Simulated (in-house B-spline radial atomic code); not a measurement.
The numbers below are computed, except where a source is named.
P ion on Si atom: potential, deflection and energy transfer

The pair potential comes from two frozen, spherical free-atom densities (PBE, B-spline radial code, scalar-relativistic past argon): electrostatics plus the change in Thomas-Fermi kinetic and Dirac exchange energy where they overlap, the recipe behind the universal ZBL potential, which averages such potentials (from solid-state densities) over many pairs. It is written V = (Z1 Z2 e²/r) φ(r/a), with e² = 14.3996 eV·Å and a = 0.46850 Å/(Z1^0.23 + Z2^0.23); ZBL's fit is φ = 0.18175 e^(−3.1998x) + 0.50986 e^(−0.94229x) + 0.28022 e^(−0.4029x) + 0.02817 e^(−0.20162x). Where φ falls below 4e-4 it is continued as an exponential.

Masses 30.97 and 28.09 u.

| x = r/a | φ, this pair | φ, ZBL |
| --- | --- | --- |
| 0.1 | 0.9036 | 0.8928 |
| 0.5 | 0.6413 | 0.6096 |
| 1.5 | 0.3272 | 0.2995 |
| 3 | 0.1441 | 0.1292 |
| 5 | 0.05845 | 0.05224 |
| 8 | 0.02073 | 0.01705 |
| 12 | 0.005078 | 0.00474 |
| 17 | 0.0008543 | 0.001212 |

Problem. At x = 2 the electrostatic, kinetic and exchange parts are 1241.39, 1777.85 and -114.78 eV. Find r, V and φ.

Solution. a = 0.46850/(1.8642 + 1.8349) = 0.12665 Å, so r = 0.25330 Å. V = 1241.39 + 1777.85 + (-114.78) = 2904.46 eV. The bare repulsion is 15 × 14 × 14.3996/0.25330 = 11938 eV, so φ = 0.2433, +9.7 % against ZBL's 0.2218. The kinetic (Pauli) term is 61 % of V here.

Problem. The ion comes in at 5.02 keV with impact parameter 0.6333 Å. The scattering integral gives a centre-of-mass angle of 11.72° and a closest approach of 5.269 a. What are the reduced energy, the energy passed on and the laboratory angles?

Solution. ε = E a M2/(Z1 Z2 e² (M1 + M2)) = 5020 × 1.9920e-05 = 0.1. The most that one collision can pass on is γE with γ = 4 M1 M2/(M1 + M2)² = 0.9976. Here T = γE sin²(θ/2) = 0.9976 × 5020 × 0.01043 = 52.21 eV. The ion turns by arctan(sin θ/(cos θ + M1/M2)) = 5.6°, and the struck atom leaves at (180° − θ)/2 = 84.1°. The closest approach is 0.667 Å. With ZBL the angle would be 10.78° and T = 44.21 eV.
